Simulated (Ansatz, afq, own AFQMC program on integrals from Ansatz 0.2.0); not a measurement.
**CHSi, quartet: a scan with AFQMC**

| atom | x (Å) | y (Å) | z (Å) |
| --- | --- | --- | --- |
| Si | 0.0000 | -0.0832 | 0.5272 |
| C | 0.0000 | 0.0762 | -1.3058 |
| H | 0.0000 | 1.4109 | 0.8685 |

The Si1–C2 distance is changed with both sides rigid. Energies in kcal/mol count from this geometry (1.840 Å) at the same level; the start stands on UHF, each point on the determinant named.

Basis cc-pVDZ. Only valence electrons are correlated. Integrals, coupled cluster, full CI and functionals: Ansatz 0.2.0; the random walks run on the same integrals in our own AFQMC program. ph-AFQMC/CISD is guided by a CISD state made of CCSD amplitudes; releasing the constraint for a short imaginary time cuts its bias at the price of noise, slowly where states lie close. Error bars are statistical, one sigma.

Cautions, each for one point or more: an unrestricted solution with more broken spin lies lower; higher spins were not checked; lower spins were not checked; raised T1 diagnostic; released walk and highest rung disagree; strong correlation; the determinant is a saddle point among determinants of its kind; the ph-AFQMC/CISD walk drifts between its halves.

| r(Si1–C2) / Å | det. | T1 | weight | ⟨S²⟩ | CCSD(T) | ph-AFQMC/CISD | released AFQMC | CCSDT(Q) | PBE0 | HF |
| --- | --- | --- | --- | --- | --- | --- | --- | --- | --- | --- |
| 1.669 | UHF | 0.048 | 0.85 | 3.77 | 12.0 | 12.0 ± 0.4 | 11.7 ± 0.6* | 12.2 | 9.8 | 11.4 |
| 2.011 | UHF | 0.047 | 0.84 | 3.77 | 1.7 | 1.5 ± 0.4 | – | 1.6 | 3.0 | 2.7 |
| 2.550 | UHF | 0.055 | 0.82 | 3.80 | 30.5 | 30.3 ± 0.5 | 29.3 ± 0.7* | 29.4 | 32.6 | 31.6 |
| 3.455 | UHF | 0.020 | 0.88 | 3.77 | 56.4 | 57.3 ± 0.4 | 56.5 ± 0.5* | 56.3 | 63.7 | 45.9 |
| 4.973 | UHF | 0.013 | 0.88 | 3.77 | 60.0 | 61.0 ± 0.4 | 60.7 ± 0.5* | 60.9 | 71.7 | 47.7 |

Weight is that of the determinant in the CISD state; at the start T1 is 0.048 and the weight 0.84, and ⟨S²⟩ is 3.77. An asterisk marks released energies that aren't shown to be converged. A dash marks a missing value, a released energy that hasn't settled or a functional that sits on another state. Largest departures from CCSDT(Q), at the points where its series has closed: CCSD(T) -1.0 kcal/mol at 4.973 (on UHF), ph-AFQMC/CISD -0.2 kcal/mol at 1.669 (on UHF) (within the noise), PBE0 10.8 kcal/mol at 4.973, HF -13.3 kcal/mol at 4.973 (on UHF). Functionals count only at points shown to share the start's state and spin. In this small basis the wave-function levels are far from their limit, so their gap to the functionals isn't the functionals' error.

Some points may be missing: those where a free walk finds a much lower state, and past Zn most of those on another determinant than at the start.

CCSDT and higher add their correlation energy to the determinant of the CCSD(T) run, since their own runs factorise the integrals more tightly (a shift of under 2 meV). A walk keeps the symmetry of its determinant, which the program's search chose and which needn't be the lowest solution, so a lower state of the same spin and another symmetry isn't excluded.
